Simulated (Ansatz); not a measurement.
System: hcp Be. Method: r²SCAN+rVV10 in Ansatz (PAW).

Run with plane-wave cutoff 560 eV, 30×30×16 k mesh (along the axes of the cell as run), Fermi–Dirac smearing 0.05 eV, scalar-relativistic PAW data made under PBE.

Computed at the level's own relaxed cell.

### Question
Estimate the c axis length, equilibrium volume per atom, pressure derivative B′ of the bulk modulus and lattice parameter a that the calculation returns.

### Answer

- c axis length = 3.563 Å
- equilibrium volume per atom = 7.90 Å³/atom
- pressure derivative B′ of the bulk modulus = 3.3
- lattice parameter a = 2.263 Å

The run finds no gap.

Measured, for comparison: lattice parameter c 3.584 Å (293 K, no zero-point or thermal correction; as tabulated in Wikipedia's data pages); lattice constant a 2.286 Å (293 K, no zero-point or thermal correction, our sources range from 2.286 to 2.290; as tabulated in Wikipedia's data pages). Computed (rounded) less measured: lattice parameter c -0.6 %, lattice constant a -1.0 % (-1.0 % to -1.2 % over the range). A static lattice is as a rule a little smaller and stiffer than an uncorrected measurement, which narrows the difference in the lattice parameter c, lattice constant a and would widen misses of the other sign.

Note: the bulk modulus comes from volumes at which shape and atoms were relaxed.

Static lattice: no zero-point or thermal effects.

It cost about 3 core-minutes (a rough figure) of CPU time.

Ansatz is a program for electronic structure.
